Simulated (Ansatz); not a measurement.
Input file:

```yaml
crystal:
  periodic: [false, false, false]
  atoms:
    - {symbol: Si, position_ang: [0.000000, 0.000000, 0.174230]}
    - {symbol: B, position_ang: [0.000000, 0.000000, -1.864326]}
    - {symbol: H, position_ang: [0.000000, 0.000000, 1.690095]}
basis:
  gaussian: {orbitals: def2-mTZVP}
magnetization: {spin_polarized: false}
hamiltonian: {xc: {name: PBE}}
correlation: {method: ccsdt_q, electrons: valence}
accuracy: high
```

```sh
$ ansatz run in.yaml --threads 1 --pin off --events-out ev --progress --plain --max-ram 2393MiB
```

Task: Roughly how long does this take on 1 thread of Arm Neoverse V1, shared host, and how much host memory?

Result: 14 s wall and 0.24 GiB.

```
744 factors; integrals over basis functions are off by at most 3.9e-9 eV
mean field evaluation 1: about -8555.7646 eV, gradient 2.3e1 eV
mean field evaluation 2: about -8555.7535 eV, gradient 2.3e1 eV
mean field evaluation 4: about -8557.8383 eV, gradient 5.8e0 eV
mean field evaluation 8: about -8557.9606 eV, gradient 2.0e0 eV
mean field evaluation 16: about -8557.9745 eV, gradient 1.3e-8 eV
mean field evaluation 32: about -8557.9299 eV, gradient 3.9e0 eV
mean field evaluation 64: about -8557.9299 eV, gradient 3.9e0 eV
mean field -8557.97445999 eV, -314.4997606011 hartree, gradient 3.5e-8 eV, S^2 0.000000; 7 other end points of the search recorded, 0 dependent functions left out; unrestricted orbitals would lower it
mean field evaluation 96: about -8543.6885 eV, gradient 2.2e-2 eV
unrestricted determinant -8543.68869556 eV, -313.9747684415 hartree, S^2 1.2167
6 core orbitals not correlated: weight in the atoms' cores, before any rotation towards them, 1.000 or more for the frozen orbitals, at most 0.000 for the correlated occupied ones
reference -8542.18264487 eV, -313.9194220996 hartree; 4, 4 occupied and 34, 34 virtual orbitals, 744 factors
second order -4.25882582 eV of doubles, -0.31684900 eV of singles
cycle   1  -4.69661921 eV  change   -1.3e-1 eV  update   1.3e-1
cycle   2  -5.11457228 eV  change   -4.2e-1 eV  update   7.8e-2
...
cycle  38  -5.53961903 eV  change    2.8e-8 eV  update   7.9e-8
cycle  39  -5.53961891 eV  change    1.2e-7 eV  update   4.2e-8
cycle  40  -5.53961882 eV  change    8.9e-8 eV  update   2.4e-8
cycle  41  -5.53961881 eV  change    1.4e-8 eV  update   1.0e-8
cycle  42  -5.53961879 eV  change    1.8e-8 eV  update   6.7e-9
cycle  43  -5.53961878 eV  change    1.0e-8 eV  update   3.9e-9
cycle  44  -5.53961878 eV  change   5.7e-10 eV  update   1.9e-9
cycle  45  -5.53961878 eV  change    3.3e-9 eV  update   1.2e-9
cycle  46  -5.53961878 eV  change  -8.7e-10 eV  update  6.0e-10
cycle  47  -5.53961878 eV  change  -4.2e-10 eV  update  2.8e-10
perturbative correction -0.07464924 eV, -0.0027433088 hartree
Total energy: -8547.79691288 eV, -314.1257426436 hartree
```
